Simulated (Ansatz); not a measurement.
C4H8O (`CCC(C)=O`), 13 atoms. Total charge 0; spin multiplicity 1. All runs use 4 threads of a server CPU on a shared host. Correlated methods freeze the cores.

Problem. Give the basis size and wall time and peak host memory of each of these runs in Ansatz. RKS PBE0-D4/def2-TZVP frequencies; RHF-CCSD(T)/def2-TZVPP energy; RKS PBE-D4/def2-TZVPP energy and forces; RKS PBE0-D4/def2-QZVPP energy; RKS SPW92/def2-TZVPP energy; RKS ωB97M-V/def2-SVP energy; RKS ωB97M-V/def2-QZVPP energy; RHF-MP2/def2-QZVPP energy; RKS BHLYP-D4/def2-TZVPP energy; direct RPA on PBE orbitals/def2-TZVPP energy; RKS r2SCANh-D4/def2-TZVPP energy; RKS PBE0-D4/def2-SVP energy. (An estimate is asked.)

Solution. The calculation gave: Other jobs shared the machine, so times are rough.

```json
{"level": "RKS PBE0-D4/def2-SVP", "job": "energy", "functions": "110", "wall time": "0.75 s", "peak host memory (GiB)": "0.22"}
{"level": "RKS SPW92/def2-TZVPP", "job": "energy", "functions": "267", "wall time": "1 s", "peak host memory (GiB)": "0.31"}
{"level": "RKS PBE-D4/def2-TZVPP", "job": "energy and forces", "functions": "267", "wall time": "2.1 s", "peak host memory (GiB)": "0.32"}
{"level": "RKS BHLYP-D4/def2-TZVPP", "job": "energy", "functions": "267", "wall time": "2.1 s", "peak host memory (GiB)": "0.61"}
{"level": "RKS ωB97M-V/def2-SVP", "job": "energy", "functions": "110", "wall time": "3 s", "peak host memory (GiB)": "0.31"}
{"level": "RKS r2SCANh-D4/def2-TZVPP", "job": "energy", "functions": "267", "wall time": "3.4 s", "peak host memory (GiB)": "0.61"}
{"level": "direct RPA on PBE orbitals/def2-TZVPP", "job": "energy", "functions": "267", "wall time": "4.3 s", "peak host memory (GiB)": "0.69"}
{"level": "RKS PBE0-D4/def2-QZVPP", "job": "energy", "functions": "525", "wall time": "6 s", "peak host memory (GiB)": "1.7"}
{"level": "RKS ωB97M-V/def2-QZVPP", "job": "energy", "functions": "525", "wall time": "14 s", "peak host memory (GiB)": "2.1"}
{"level": "RHF-MP2/def2-QZVPP", "job": "energy", "functions": "525", "wall time": "20 s", "peak host memory (GiB)": "3.8"}
{"level": "RKS PBE0-D4/def2-TZVP", "job": "frequencies", "functions": "203", "wall time": "2.1 min", "peak host memory (GiB)": "0.49"}
{"level": "RHF-CCSD(T)/def2-TZVPP", "job": "energy", "functions": "267", "wall time": "2.4 min", "peak host memory (GiB)": "7.2"}
```
